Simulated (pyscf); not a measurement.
AsH₃ (SMILES [AsH3]) + SiH₄ (SMILES [SiH4]) → AsH₃ (SMILES [AsH3]) + SiH₄ (SMILES [SiH4]) (four-centre exchange; singlet surface; As–H, H–Si broken, As–H, H–Si formed). Single points on ωB97X-D3(BJ)/def2-SVP structures (PySCF, gas phase). MP2 and CC: frozen core, UHF for open shells. ΔMP2 is the change of the MP2 total energy from the triple- to the quadruple-zeta basis. Energies in eV from the separated reactants.

```json
[
 {"level": "PBE/def2-TZVP", "barrier": "2.77", "reaction energy": "0.00"},
 {"level": "r²SCAN/def2-TZVP", "barrier": "2.91", "reaction energy": "0.00"},
 {"level": "M06-2X/def2-TZVP", "barrier": "3.01", "reaction energy": "0.00"},
 {"level": "ωB97M-D3(BJ)/def2-TZVP", "barrier": "3.12", "reaction energy": "0.00"},
 {"level": "HF/def2-TZVP", "barrier": "4.02", "reaction energy": "0.00"},
 {"level": "CCSD/def2-TZVPP", "barrier": "3.32", "reaction energy": "0.00"},
 {"level": "CCSD(T)/def2-TZVPP + ΔMP2(QZVPP)", "barrier": "___", "reaction energy": "0.00"}
]
```

### Question
Some entries are withheld; supply them.

### Answer

- CCSD(T)/def2-TZVPP + ΔMP2(QZVPP), barrier: 3.18

At the saddle there is also a short As–Si contact that neither side keeps. The same reactants have a lower exit, to H₃Si–AsH₂ + H₂ (barrier +2.82 eV at ωB97M-D3(BJ)/def2-TZVP, against +3.12 eV here). This is the saddle that the search found; another between the same sides may lie lower. The CCSD(T) − MP2 part came from Ansatz, without density fitting, on the same reference. The frozen core leaves the outer d or s,p core shells of the metals and heavy elements correlated in the MP2 and CC values, and def2-TZVPP describes them poorly, which can shift differences by a few kcal/mol. Elements up to Kr have no core potential and no relativistic terms here.
